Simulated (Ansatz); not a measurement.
# Calibrating B3LYP-D4/def2-TZVPP on molecular compounds of Na

The vertical ionisation energy (cation less neutral) in eV of 7 molecular compounds of Na: x at B3LYP-D4/def2-TZVPP, y at CCSD(T)/def2-TZVPP. Shapes, held fixed at every level: PBE0-D4/def2-TZVP. Programs: Ansatz 0.2.0.

| molecule | x (eV) | y (eV) |
| --- | --- | --- |
| NaNH2 (SMILES [NH2][Na]) | 6.49 | 6.25 |
| CH3Na (SMILES [CH3][Na]) | 6.81 | 6.50 |
| CH3NaS (SMILES C[S][Na]) | 6.97 | ? |
| NaSH (SMILES [Na][SH]) | 7.65 | 7.42 |
| NaOH (SMILES [OH][Na]) | 8.12 | 7.85 |
| NaCl (SMILES [Na][Cl]) | 9.32 | 9.03 |
| NaF (SMILES [F][Na]) | 10.36 | 9.97 |

Question: Fit y = c + s·x to the known rows and predict y for CH3NaS.

Answer: 
1. Means of the 6 rows: x = 8.1250, y = 7.837.
2. Σ(Δx)² = 11.051, Σ(Δx·Δy) = 10.744, so the slope is 10.744/11.051 = 0.97222.
3. Intercept: 7.837 − (0.97222) × 8.1250 = -0.062. The largest residual of the fit is 0.058.
4. CH3NaS: -0.062 + 0.97222 × 6.97 = 6.71 eV.

CCSD(T)/def2-TZVPP gives 6.79 eV, so the prediction is off by -0.08 eV, more than the largest residual. Uncorrected, B3LYP-D4/def2-TZVPP misses it by +0.18 eV, and the other rows by 0.29 on average. The line overshoots: the miss goes from +0.18 to -0.08. Left out in turn, the other rows are missed by 0.05 eV on average, so much of the error is systematic among these molecules. Cations run unrestricted. Outer-core shells of Na are correlated, in sets that cover them unevenly.
